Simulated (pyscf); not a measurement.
Structures and frequencies: ωB97X-D3(BJ)/def2-SVP in PySCF.

Question: PBE/def2-TZVP puts the barrier of H₃C–CH₃ + [H₃C–Al–Cl]• → H₃C–Al(CH₃)–Cl + CH₃• (substitution at C; doublet surface; C–C broken, Al–C formed) at 1.62 eV and the reaction energy at +0.68 eV, from the separated reactants. What do r²SCAN/def2-TZVP, M06-2X/def2-TZVP, ωB97M-D3(BJ)/def2-TZVP give on the same structures?

Answer: r²SCAN: ΔE‡ = 1.61 eV, ΔE = +0.44 eV; M06-2X: ΔE‡ = 1.93 eV, ΔE = +0.59 eV; ωB97M-D3(BJ): ΔE‡ = 1.95 eV, ΔE = +0.45 eV. PBE's barrier matches one of them and lies within 0.33 eV of the others. Its reaction energy lies over all of them, by 0.09 to 0.24 eV. This is the saddle that the search found; another between the same sides may lie lower. The angle at the attacked C is 159°.
